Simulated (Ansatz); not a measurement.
**CH₃AlF+ (SMILES F[CH+][AlH2]): single points off equilibrium**

An exercise on one series of results from a longer session: the logs are not shown, and one member is left open.

Computed with Ansatz 0.2.0, Gaussian basis. Level: single points in def2-TZVPP.

Cores are frozen in the correlated methods. B3LYP uses VWN-RPA correlation.

### The starting structure

SMILES `F[CH+][AlH2]`, 6 atoms, charge 1, spin multiplicity 1.

Atoms are counted from 1 here; the program's logs count them from 0.

Bond lengths: F1–C2 1.148 Å, C2–Al3 2.293 Å, C2–H4 1.175 Å, Al3–H5 1.380 Å, Al3–H6 1.452 Å. Angles: F1–C2–Al3 115.7°, F1–C2–H4 110.8°, Al3–C2–H4 133.4°, C2–Al3–H5 103.0°, C2–Al3–H6 115.1°, H5–Al3–H6 141.8°.

Geometry (Å):

```xyz
6

F    -0.26830   -1.64280    0.80840
C    -0.28730   -1.01030   -0.14890
Al    0.27050    1.19870    0.10910
H    -0.53210   -1.67760   -1.08450
H     0.15560    1.69940   -1.17130
H     0.53750    1.61000    1.47600
```

The first run:

File run/in.yaml:

```yaml
crystal:
  periodic: [false, false, false]
  atoms:
    - {symbol: F, position_ang: [-0.268300, -1.642800, 0.808400]}
    - {symbol: C, position_ang: [-0.287300, -1.010300, -0.148900]}
    - {symbol: Al, position_ang: [0.270500, 1.198700, 0.109100]}
    - {symbol: H, position_ang: [-0.532100, -1.677600, -1.084500]}
    - {symbol: H, position_ang: [0.155600, 1.699400, -1.171300]}
    - {symbol: H, position_ang: [0.537500, 1.610000, 1.476000]}
basis:
  gaussian: {orbitals: def2-TZVPP}
total_charge: 1
correlation: {method: ccsd_t}
output: {forces: true}
```

No record of the launch command was kept for these runs.

Steps of the session up to this table: CCSD(T)/def2-TZVPP; PBE0-D4/def2-TZVPP; wB97M-V/def2-TZVPP; r2SCAN-D4/def2-TZVPP; PBE-D4/def2-TZVPP; B3LYP-D4/def2-TZVPP; CAM-B3LYP-D4/def2-TZVPP.

One of the session's tables, all rows but one given; the rest of the session is left out.

| method | RMS force component (eV/Å) | angle to CCSD(T) forces (°) |
| --- | --- | --- |
| CCSD(T) | 3.508 | reference |
| PBE0-D4 | 3.280 | 1.7 |
| wB97M-V | 3.390 | 0.6 |
| r2SCAN-D4 | 3.377 | 1.1 |
| PBE-D4 | 3.517 | 2.2 |
| B3LYP-D4 | ? | ? |
| CAM-B3LYP-D4 | 3.299 | 0.8 |

Estimate the missing values for B3LYP-D4.

As computed: RMS force component (eV/Å): 3.361; angle to CCSD(T) forces (°): 0.5. In the column «RMS force component (eV/Å)» it lies between CAM-B3LYP-D4 (3.299) and r2SCAN-D4 (3.377).
